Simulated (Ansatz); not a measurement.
Rock-salt MgS, treated with PBEsol (Ansatz, a first-principles code, PAW).

Numerical settings: plane-wave cutoff 520 eV, 12×12×12 k mesh, perturbation theory, scalar-relativistic PAW data made under PBE.

The cell has the measured lattice parameters. Conventional cell: a = 5.2033 Å, b = 5.2033 Å, c = 5.2033 Å, α = 90.00°, β = 90.00°, γ = 90.00°.

```cif
data_Mg4S4
_chemical_formula_sum 'Mg4 S4'
_space_group_name_H-M_alt 'Fm-3m'
_space_group_IT_number 225
_space_group_name_Hall '-F 4 2 3'
_cell_length_a 5.20330
_cell_length_b 5.20330
_cell_length_c 5.20330
_cell_angle_alpha 90.000
_cell_angle_beta 90.000
_cell_angle_gamma 90.000
loop_
_atom_site_label
_atom_site_type_symbol
_atom_site_symmetry_multiplicity
_atom_site_Wyckoff_symbol
_atom_site_fract_x
_atom_site_fract_y
_atom_site_fract_z
_atom_site_occupancy
Mg1 Mg 4 a 0.00000 0.00000 0.00000 1
S1 S 4 b 0.50000 0.50000 0.50000 1
```
(The calculation used a cell of 2 atoms; values per cell refer to that cell.)

Harmonic phonon frequencies (cm⁻¹; i marks an imaginary mode; at Γ without the LO shift):

| q point | frequencies |
|---|---|
| Γ | 0 0 0 234 234 234 |
| X | ___ |
| L | ___ |

What belongs in the gaps?


- X, frequencies: 124 124 181 261 261 296
- L, frequencies: 174 174 198 198 289 358

With the long-range field the LO mode at Γ lies at 392 cm⁻¹.

Measured, for comparison: zone-centre TO phonon frequency 240 cm⁻¹ (temperature not stated, not corrected to a static lattice; as tabulated in Chmeruk and Núñez-Valdez (2023), arXiv:2212.11645). Computed (rounded) less measured: zone-centre TO phonon frequency -2 %.

No imaginary mode appears at these points.

Note: the cell isn't this level's own, so it is under some stress, which shifts stiffness and frequencies.
